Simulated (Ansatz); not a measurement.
Predict the output of the script below (the Ansatz DFT code, driven from Python).

`md.py`:
```python
"""Molecular dynamics of one AlH2S molecule."""

import ansatz as az
from ase import Atoms
import numpy as np

BASIS = "6-31G*"
XC = "PBE"
N_STEPS = 20
TEMPERATURE_K = 800

atoms = Atoms(["Al", "S", "H", "H"], positions=[
    (0.045, -1.0787, -0.2818),
    (0.952, 1.0117, -0.1353),
    (-0.7904, -1.6602, 0.9524),
    (-0.151, 1.6669, -0.5556),
])
geometry = az.Crystal.molecule_from_ase(atoms)

model = (
    geometry.calculation()
    .basis(gaussian=BASIS)
    .functional(XC)
    .spin("collinear", total=1)
    .scf(lower_state_search="light")
)
symbols = [site.symbol for site in geometry.cartesian_sites]
start = np.array([site.position_ang for site in geometry.cartesian_sites], dtype=float)
report = model.relax(force_tolerance=0.02, max_steps=100).run().report
end = np.array(report["positions_ang"])
minimum = az.Crystal.molecule()
for symbol, place in zip(symbols, end):
    minimum = minimum.atom(symbol, place.tolist())

# dynamics from the relaxed geometry
model = (
    minimum.calculation()
    .basis(gaussian=BASIS)
    .functional(XC)
    .spin("collinear", total=1)
    .scf(lower_state_search="light")
    .md("nvt_nose_hoover", timestep=0.5, steps=N_STEPS, temperature=TEMPERATURE_K, initial_velocities="maxwell_boltzmann", seed=14, thermostat_time=20)
)
frames = []
out = model.session().plan().execute(on_event=lambda e: frames.append(e["data"]) if e["event"] == "md_step" else None)
print("t (fs)   E_pot (eV)      E_kin (eV)   T (K)   d(0-1) (A)")
for f in frames[::3]:
    xyz = np.array(f["positions_ang"])
    print(f"{f['time_fs']:6.2f} {f['lagrangian_ev']:14.5f} {f['e_kin_ev']:10.5f} {f['temperature_k']:8.1f} {np.linalg.norm(xyz[0] - xyz[1]):9.4f}")
kept = np.array([f["conserved_ev"] for f in frames])
print(f"conserved energy moves by at most {1000 * np.ptp(kept):.3f} meV")
```

```console
$ python md.py
t (fs)   E_pot (eV)      E_kin (eV)   T (K)   d(0-1) (A)
  0.00   -17455.07489    0.20682    800.0    2.2259
  1.50   -17455.01938    0.15197    587.9    2.2283
  3.00   -17454.94927    0.08329    322.2    2.2304
  4.50   -17454.98457    0.11858    458.7    2.2320
  6.00   -17455.02630    0.16193    626.4    2.2331
  7.50   -17454.99685    0.13570    524.9    2.2338
  9.00   -17454.94721    0.08897    344.2    2.2343
conserved energy moves by at most 1.707 meV
```

Reading the output:
- The settings weren't tested for convergence.
- The trajectory is only some femtoseconds long, so its temperature is not equilibrated; where the script doesn't relax first, it starts from a rough generated geometry.
- The run takes the species as open-shell (spin multiplicity 2), which needn't be its ground state.
- The temperature counts the internal degrees of freedom alone.
- The whole script took 39 s on 1 thread of Arm Neoverse V2, with other jobs on the host, peak memory 0.19 GiB.
